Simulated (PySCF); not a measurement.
**FCI/6-31G run of PH3 (phosphine)**

What is the vertical ionisation energy of PH3 (phosphine) at FCI/6-31G? Input form: a Python script.

Program for the calculation: PySCF 2.14.0.

6 further runs of the same task are left out: 6 set aside as unsound or not needed.

**1. The molecule**

PH3 has 4 atoms, charge 0, and is taken as a singlet. As SMILES, `P`. Geometry: relaxed at PBE0-D4/def2-TZVP.

Bond lengths: P1–H2 1.420 Å, P1–H3 1.420 Å, P1–H4 1.420 Å. Angles: H2–P1–H3 93.1°, H2–P1–H4 93.1°, H3–P1–H4 93.1°.

**2. A single-point energy at FCI/6-31G**

run.py reads:

```python
from pyscf import gto, scf, mcscf

mol = gto.Mole()
mol.atom = 'P 0.346000 -0.326500 -0.332800; H 0.630900 -0.034000 1.027000; H -1.005500 -0.663000 -0.057200; H 0.028700 1.023500 -0.636900'
mol.verbose = 4
mol.max_memory = 1860
mol.basis = '6-31g'
mol.spin = 0
mol.build()

mf = scf.RHF(mol)
mf.conv_tol = 1e-10
mf.kernel()
if not mf.converged:
    mf = mf.newton().run(mf.mo_coeff, mf.mo_occ)

cas = mcscf.CASCI(mf, mf.mo_coeff.shape[-1] - 5, (mol.nelec[0] - 5, mol.nelec[1] - 5))  # full CI above the frozen core
cas.fix_spin_(ss=0.0)
cas.kernel()
energy = cas.e_tot
print('E = %.10f Eh' % energy)
```

Started as:

```
$ OMP_NUM_THREADS=1 python run.py
```

What it wrote:

```text
PySCF version 2.14.0

[INPUT] num. atoms = 4
[INPUT] num. electrons = 18
[INPUT] charge = 0
[INPUT] spin (= nelec alpha-beta = 2S) = 0
[INPUT] symmetry False subgroup None
[INPUT] Mole.unit = angstrom
[INPUT] Symbol           X                Y                Z      unit          X                Y                Z       unit  Magmom
[INPUT]  1 P      0.346000000000  -0.326500000000  -0.332800000000 AA    0.653845239100  -0.616995579670  -0.628900854255 Bohr   0.0
[INPUT]  2 H      0.630900000000  -0.034000000000   1.027000000000 AA    1.192228211988  -0.064250688235   1.940748729928 Bohr   0.0
[INPUT]  3 H     -1.005500000000  -0.663000000000  -0.057200000000 AA   -1.900119618250  -1.252888420587  -0.108092334325 Bohr   0.0
[INPUT]  4 H      0.028700000000   1.023500000000  -0.636900000000 AA    0.054235139775   1.934134688492  -1.203566568735 Bohr   0.0

nuclear repulsion = 17.5426218499292
number of shells = 13
number of NR pGTOs = 58
number of NR cGTOs = 19
basis = 6-31g
ecp = {}

******** <class 'pyscf.scf.hf.RHF'> ********
method = RHF
initial guess = minao
damping factor = 0
level_shift factor = 0
DIIS = <class 'pyscf.scf.diis.CDIIS'>
diis_start_cycle = 1
diis_space = 8
diis_damp = 0
SCF conv_tol = 1e-10
SCF conv_tol_grad = None
SCF max_cycles = 50
direct_scf = True
direct_scf_tol = 1e-13
Set gradient conv threshold to 1e-05
Initial guess from minao.
init E= -342.16273027258
  HOMO = -0.29991142560468  LUMO = 0.120633827413645  gap/eV = 11.44362
cycle= 1 E= -342.384696273037  delta_E= -0.222  |g|= 0.13  |ddm|= 1.47
  HOMO = -0.381772429579516  LUMO = 0.162620152786362  gap/eV = 14.81368
cycle= 2 E= -342.39514640035  delta_E= -0.0105  |g|= 0.0261  |ddm|= 0.277
  HOMO = -0.387622574906921  LUMO = 0.166950816411498  gap/eV = 15.09071
cycle= 3 E= -342.395683716451  delta_E= -0.000537  |g|= 0.00571  |ddm|= 0.096
  HOMO = -0.386116280620743  LUMO = 0.168208936261247  gap/eV = 15.08396
cycle= 4 E= -342.395712601282  delta_E= -2.89e-05  |g|= 0.00139  |ddm|= 0.0246
  HOMO = -0.386927127814814  LUMO = 0.167859605812867  gap/eV = 15.09652
cycle= 5 E= -342.395714201273  delta_E= -1.6e-06  |g|= 0.000313  |ddm|= 0.00487
  HOMO = -0.386919419677442  LUMO = 0.167888511445785  gap/eV = 15.09709
cycle= 6 E= -342.395714303126  delta_E= -1.02e-07  |g|= 3.32e-05  |ddm|= 0.0013
  HOMO = -0.386913962797699  LUMO = 0.167889981719959  gap/eV = 15.09698
cycle= 7 E= -342.395714304103  delta_E= -9.77e-10  |g|= 3.75e-06  |ddm|= 0.000185
  HOMO = -0.386913971640455  LUMO = 0.167889745769932  gap/eV = 15.09698
cycle= 8 E= -342.395714304116  delta_E= -1.28e-11  |g|= 4.74e-07  |ddm|= 2.16e-05
  HOMO = -0.386913891654972  LUMO = 0.167889722408845  gap/eV = 15.09698
Extra cycle  E= -342.395714304115  delta_E= 1.71e-13  |g|= 1.64e-07  |ddm|= 1.43e-06
converged SCF energy = -342.395714304115

******** <class 'pyscf.mcscf.casci.CASCI'> ********
CAS (4e+4e, 14o), ncore = 5, nvir = 0
natorb = False
canonicalization = True
sorting_mo_energy = False
******** <class 'pyscf.fci.addons.SpinPenaltyFCISolver'> ********
max. cycles = 200
conv_tol = 1e-08
davidson only = True
linear dependence = 1e-12
level shift = 0.001
max iter space = 12
nroots = 1
pspace_size = 400
spin = None
Density matrix diagonal elements [1.98383417 1.96174159 1.9617368  1.96629312 0.0281706  0.02816333
 0.01794186 0.00850782 0.00850796 0.00817217 0.00636744 0.00664672
 0.00664657 0.00726985]
CASCI converged
CASCI E = -342.481708970843  E(CI) = -14.5081630502141  S^2 = 0.0000000
E = -342.4817089708 Eh
```

Run time: 26 s. Hardware: 1 thread of Arm Neoverse V2, shared host; peak memory 0.3 GiB.

**3. The doublet cation at the same level**

run.py reads:

```python
from pyscf import gto, scf, mcscf

mol = gto.M(
    atom='''
P      0.653845    -0.616996    -0.628901
H      1.192228    -0.064251     1.940749
H     -1.900120    -1.252888    -0.108092
H      0.054235     1.934135    -1.203567
''',
    unit='bohr',
    verbose=3,
    max_memory=1860,
    charge=1,
    spin=1,
    basis='6-31g',
)

mf = scf.ROHF(mol)
mf.conv_tol = 1e-10
mf.kernel()
if not mf.converged:
    mf = mf.newton().run(mf.mo_coeff, mf.mo_occ)

cas = mcscf.CASCI(mf, mf.mo_coeff.shape[-1] - 5, (mol.nelec[0] - 5, mol.nelec[1] - 5))  # full CI above the frozen core
cas.fix_spin_(ss=0.75)
cas.kernel()
e_tot = cas.e_tot
print('Final energy', e_tot)
```

Started as:

```
$ OMP_NUM_THREADS=1 python run.py
```

What it wrote:

```text
converged SCF energy = -342.04489872316
CASCI E = -342.122541262152  E(CI) = -14.1489861761654  S^2 = 0.7500000
Final energy -342.1225412621522
```

Wall time 9.6 s (1 thread of Arm Neoverse V2, shared host); peak memory 0.18 GiB.

**4. Results**

Level: FCI/6-31G, 5 core orbitals frozen.

| quantity | value |
| --- | --- |
| singlet PH3: total energy | -342.48171 Eh |
| singlet PH3: dipole moment (Hartree–Fock density) | 1.22 D |
| singlet PH3: HOMO energy (Hartree–Fock orbitals) | -10.53 eV |
| singlet PH3: LUMO energy (Hartree–Fock orbitals) | 4.57 eV |
| singlet PH3: HOMO–LUMO gap (Hartree–Fock orbitals) | 15.10 eV |
| singlet PH3: correlation energy (5 core orbitals frozen) | -86.0 mEh |
| doublet cation: total energy | -342.12254 Eh |
| doublet cation: correlation energy (5 core orbitals frozen) | -77.6 mEh |
| vertical ionisation energy (to the doublet cation) | 9.773 eV |

Removing an electron at fixed nuclei costs 9.77 eV (225 kcal/mol). Mulliken charges (singlet PH3) of the mean-field density run from -0.05 on H2 to +0.16 on P1.
